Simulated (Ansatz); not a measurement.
The cluster Na3⁻, relaxed as a singlet with RKS PBE0/def2-TZVPD in Ansatz, starting from the GFN2-xTB geometry. Force threshold 0.02 eV/Å.

The structure comes from a short search, and lower isomers may exist.

Start:

```xyz
3

Na   -1.474   -0.077   -0.067
Na    0.957   -1.317   -3.082
Na    0.517    1.393    3.149
```

```csv
step,energy (eV),largest force component (eV/Å),SCF passes
1,-13240.7519,0.253,25
2,-13240.7781,0.242,25
3,-13240.8489,0.209,27
4,-13240.9401,0.163,27
5,-13241.0084,0.109,27
6,-13241.0437,0.063,27
7,-13241.0644,0.040,26
8,-13241.0782,0.024,26
9,-13241.0840,0.004,25
10,-13241.0841,0.000,27
```

Force components are those of the run's own axes.

End:

```xyz
3

Na    0.001    0.000    0.000
Na    0.219   -1.367   -3.143
Na   -0.221    1.367    3.143
```

By distances, no bond broke or formed, bridged metal pairs apart. The bond that changes most is Na1–Na2, from 4.07 to 3.43 Å (atoms count from 1). Metal–metal contacts that move far: Na1–Na2 4.07 to 3.43 Å, Na1–Na3 4.06 to 3.43 Å.

The force fell under the threshold at step 9, but the optimiser went on. No frequencies were taken in this run, so the end may be a saddle point.

Run time 12 s (4 threads of Arm Neoverse V1 on a shared host).
